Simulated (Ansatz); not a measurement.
```yaml
crystal:
  periodic: [false, false, false]
  atoms:
    - {symbol: O, position_ang: [-0.135335, -0.067258, -0.014176]}
    - {symbol: Al, position_ang: [0.043557, 0.097677, 1.609134]}
basis:
  gaussian: {orbitals: def2-mTZVP, point_charges: [{charge: 2.00, position_ang: [4.682, -0.882, 0.036]}]}
magnetization: {spin_polarized: true, initial_magnetization: 1}
hamiltonian: {xc: {name: BLYP}}
scf: {lower_state_search: full}
relax: {f_tol: 0.001, max_steps: 1}
output: {forces: true}
```

```sh
$ ansatz run in.yaml --threads 2 --pin off --events-out ev --progress --plain --max-ram 32768MiB --backend cpu
```

Output, abridged:

```
Functional definition: BLYP
383 factors; their error is unknown
mean field evaluation 1: about -8628.2140 eV, gradient 6.2e1 eV
mean field evaluation 2: about -8413.2140 eV, gradient 1.4e2 eV
mean field evaluation 4: about -8633.7210 eV, gradient 4.6e1 eV
mean field evaluation 8: about -8644.1913 eV, gradient 3.1e-1 eV
mean field evaluation 16: about -8644.1780 eV, gradient 4.2e-4 eV
mean field -8644.17801665 eV, -317.6676828777 hartree, gradient 4.3e-5 eV, S^2 0.754135; 10 other end points of the search recorded, 0 dependent functions left out
reference -8644.17824389 eV, -317.6676912285 hartree; 11, 10 occupied and 35, 36 virtual orbitals, 383 factors
relax step   1: F+E_penalty+E_count = -8644.17801665 eV  Δ(F+E_penalty+E_count) = +0.000e0 eV  max|allowed force component| = 6.228e-1 eV/Å  Δτ_max = 0.0000 Å  (226 SCF iters, accepted)
Error: geometry relaxation did not converge after 1 steps: max|allowed force component| = 6.23e-1 eV/Å (threshold 1.0e-3). Raise `relax.max_steps` over both its present limit and 1, loosen `relax.f_tol`, or start from a geometry closer to equilibrium. Where this run's directory can be resumed (`checkpoint.write`), a resume goes on for up to `relax.max_steps` more
```

(1) Something in this input is off. What?

Answers

(1) The relaxation is allowed too few steps for its threshold. The run did not converge.
